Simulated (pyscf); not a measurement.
**Four-centre exchange: HO–B(Cl)–Cl + ammonia (NH₃) -> H₂N–B(OH)–Cl + hydrogen chloride (HCl)**

Gas phase, singlet surface, charge 0. Bonds broken: B2–Cl3, N6–H7. Bonds formed: B2–N6, Cl3–H7. Optimised with ωB97X-D3(BJ)/def2-SVP in PySCF.

Transition state (Å):

```xyz
9

O      0.5543    -0.4334    -0.3222
B     -0.6123     0.2079    -0.1288
Cl    -2.3005    -1.6898     0.3863
Cl    -1.4543     1.1446    -1.3679
H      0.7202    -0.6665    -1.2430
N     -0.9645     0.4887     1.3203
H     -1.7036    -0.4653     1.3013
H     -0.1828     0.3556     1.9630
H     -1.4526     1.3665     1.4935
```

One imaginary mode, 792i cm⁻¹; descent along it reached the two sides named, in the forms told below.

```
bond    change  reactant side (Å)  saddle  product side
------  ------  -----------------  ------  ------------
B2–Cl3  breaks              1.862   2.592           3.5
N6–H7   breaks              1.022   1.207         2.014
B2–N6    forms              1.638   1.518         1.418
Cl3–H7   forms                2.6   1.641         1.299
```

Electronic energies relative to the separated reactants (kcal/mol):

```json
[
 {"level": "ωB97X-D3(BJ)/def2-TZVP", "barrier": "4.9", "reaction energy": "-7.1", "reverse barrier": "11.9"},
 {"level": "PBE/def2-TZVP", "barrier": "2.5", "reaction energy": "-6.6", "reverse barrier": "9.0"},
 {"level": "r²SCAN/def2-TZVP", "barrier": "1.9", "reaction energy": "-7.2", "reverse barrier": "9.1"},
 {"level": "B3LYP-D3(BJ)/def2-TZVP", "barrier": "3.2", "reaction energy": "-8.1", "reverse barrier": "11.4"},
 {"level": "PBE0-D3(BJ)/def2-TZVP", "barrier": "1.6", "reaction energy": "-7.5", "reverse barrier": "9.1"},
 {"level": "M06-2X/def2-TZVP", "barrier": "3.5", "reaction energy": "-8.8", "reverse barrier": "12.3"},
 {"level": "ωB97M-D3(BJ)/def2-TZVP", "barrier": "4.3", "reaction energy": "-8.1", "reverse barrier": "12.5"},
 {"level": "HF/def2-TZVP", "barrier": "14.9", "reaction energy": "-9.9", "reverse barrier": "24.8"}
]
```

With ωB97M-D3(BJ)/def2-TZVP energies and thermal terms (ideal gas, 1 atm, RRHO with modes under 100 cm⁻¹ raised to 100, one conformer, R ln 2 for rigid chiral ones), in kcal/mol:

```csv
T (K),ΔH‡,ΔG‡,ΔH,ΔG
298,3.1,14.1,-9.3,-8.7
600,3.3,25.3,-8.8,-8.4
900,4.0,36.1,-8.2,-8.3
1200,4.8,46.7,-7.8,-8.4
```

On the reactant side the descent ends in an adduct with a B–N contact, 18.4 kcal/mol under the separated species and 23.2 kcal/mol under the saddle at ωB97X-D3(BJ)/def2-TZVP. What is counted as formed (B–N) is already present as a longer contact in the reactant adduct; forming that adduct is a step of its own. One saddle was located; it need not be the lowest between these sides.
